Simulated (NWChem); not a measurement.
# Correlation energy of methyl formate (C2H4O2)

SMILES: COC=O
```xyz
8

C     -1.3748    -0.3031     0.1031
O     -0.0616    -0.8209     0.2551
C      0.9305     0.0230    -0.0131
O      0.8004     1.1597    -0.3652
H     -1.5542     0.0098    -0.9363
H     -2.0599    -1.1132     0.3778
H     -1.5314     0.5666     0.7583
H      1.9011    -0.4932     0.1413
```
Charge 0, spin multiplicity 1.

All runs are NWChem calculations. The geometry was optimised at PBE0/def2-SVP, a minimum by its harmonic frequencies. It is one conformer; others weren't searched.

Basis set: STO-3G. Each correlation energy counts from its own Hartree-Fock reference.

The correlated methods keep 4 core orbitals frozen. Coupled-cluster values serve here as a point of comparison, not as the truth.

```json
[
 {"method": "CCSD(T)", "correlation energy (mHa)": "-252.9"},
 {"method": "SCS-MP2", "correlation energy (mHa)": "-214.1"},
 {"method": "CR-CCSD[T]", "correlation energy (mHa)": "-252.5"},
 {"method": "CR-CCSD(T)", "correlation energy (mHa)": "-251.5"},
 {"method": "CCSDT", "correlation energy (mHa)": "___"},
 {"method": "CCSD", "correlation energy (mHa)": "___"},
 {"method": "MP2", "correlation energy (mHa)": "-205.1"},
 {"method": "CCSD+T(CCSD)", "correlation energy (mHa)": "-254.1"}
]
```

What belongs in the gaps?


- CCSDT, correlation energy (mHa): -253.8
- CCSD, correlation energy (mHa): -245.7
